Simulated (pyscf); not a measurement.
## Four-centre exchange: HO–Ga(OH)–F + hydrogen chloride (HCl) → HO–Ga(OH)–Cl + hydrogen fluoride (HF)

Gas phase, singlet surface, charge 0. Bonds broken: Ga2–F4, Cl7–H8. Bonds formed: Ga2–Cl7, F4–H8. Single points on ωB97X-D3(BJ)/def2-SVP structures (PySCF, gas phase).

Transition state (Å):

```xyz
8

O      0.1203     1.1716    -1.7252
Ga     0.0747     0.4977    -0.0937
O      1.4779     0.2495     0.9543
F     -1.5192     0.9518     0.7829
H      1.0076     1.2425    -2.0943
H      1.2838    -0.1071     1.8277
Cl    -1.3629    -1.5059    -0.1059
H     -1.8570    -0.2978     0.4922
```

One imaginary mode, 409i cm⁻¹; descent along it reached the two sides named, in the forms told below.

```
bond     change  reactant side (Å)  saddle  product side
-------  ------  -----------------  ------  ------------
Ga2–F4   breaks              1.784   1.875         2.212
Cl7–H8   breaks              1.304   1.436         2.271
Ga2–Cl7   forms                2.7   2.466         2.182
F4–H8     forms              1.890   1.327         0.944
```

Electronic energies relative to the separated reactants (kcal/mol):

| level | barrier | reaction energy | reverse barrier |
|---|---|---|---|
| ωB97X-D3(BJ)/def2-TZVP | -6.0 | -9.3 | 3.3 |
| PBE/def2-TZVP | -6.5 | -7.0 | 0.5 |
| r²SCAN/def2-TZVP | -7.6 | -7.1 | -0.5 |
| B3LYP-D3(BJ)/def2-TZVP | -4.2 | -7.2 | 3.0 |
| PBE0-D3(BJ)/def2-TZVP | -6.5 | -8.8 | 2.4 |
| M06-2X/def2-TZVP | -6.0 | -8.2 | 2.2 |
| ωB97M-D3(BJ)/def2-TZVP | -3.5 | -7.3 | 3.8 |
| HF/def2-TZVP | 8.1 | -7.4 | 15.5 |

With ωB97M-D3(BJ)/def2-TZVP energies and thermal terms (ideal gas, 1 atm, RRHO with modes under 100 cm⁻¹ raised to 100, one conformer, R ln 2 for rigid chiral ones), in kcal/mol:

```
T (K)   ΔH‡   ΔG‡    ΔH    ΔG
-----  ----  ----  ----  ----
298    -4.4   5.7  -6.1  -5.9
600    -4.4  16.0  -5.9  -5.8
900    -4.0  26.1  -5.9  -5.8
1200   -3.5  36.1  -6.0  -5.7
```

On the reactant side the descent ends in an adduct with a Cl–Ga contact, 9.0 kcal/mol under the separated species and 3.0 kcal/mol under the saddle at ωB97X-D3(BJ)/def2-TZVP. On the product side the descent ends in an adduct with a F–Ga contact, 9.2 kcal/mol under the separated species and 12.4 kcal/mol under the saddle at ωB97X-D3(BJ)/def2-TZVP. At ωB97X-D3(BJ), PBE, r²SCAN, B3LYP-D3(BJ), PBE0-D3(BJ), M06-2X, ωB97M-D3(BJ) the saddle lies under the separated reactants, which points to a path from their complex (located at ωB97X-D3(BJ) alone). At r²SCAN the saddle lies under the separated products, which points to a path from their complex (located at ωB97X-D3(BJ) alone). What is counted as formed (Cl–Ga) is already present as a longer contact in the reactant adduct; forming that adduct is a step of its own. What is counted as broken (F–Ga) persists as a longer contact in the product adduct; parting that adduct is a step of its own. One saddle was located; it need not be the lowest between these sides. Elements up to Kr have no core potential and no relativistic terms here.
